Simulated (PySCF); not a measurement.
**Gas-phase thermal properties of SiF2**

Energies from PySCF (xtb for GFN2), thermal terms from the rigid-rotor harmonic-oscillator model, ideal gas at 1 bar. 'Table' is the NASA 1993 thermochemical table (part measured, part estimated). 6-31G* has spherical d functions here. All species are closed-shell singlets. B3LYP is the form with VWN-RPA correlation. The harmonic model lacks anharmonicity and excited electronic states, which grow with temperature; levels with a mode under 35 cm⁻¹ are left out. The table's entry may be an old estimate for SiF2 (not checked at source).

```tsv
level	point group	σ	ZPE (kJ/mol)	S°298 (J/mol/K)	Cp298 (J/mol/K)	S°1000 (J/mol/K)	H1000 − H298 (kJ/mol)
table	-	-	-	256.6	44.5	318.8	36.9
B3LYP/6-31G*	C2v	2	12.5	257.2	44.4	319.3	36.8
GFN2-xTB	C2v	2	11.4	257.7	45.7	320.9	37.4
HF/6-31G*	C2v	2	13.4	255.8	43.4	317.0	36.4
PBE/def2-SVP	C2v	2	11.9	258.2	45.1	320.8	37.1
PBE0/def2-TZVP	C2v	2	12.4	256.9	44.6	319.1	36.9
```
σ: rotational symmetry number. Electronic degeneracy used: 1. Frequencies are unscaled.
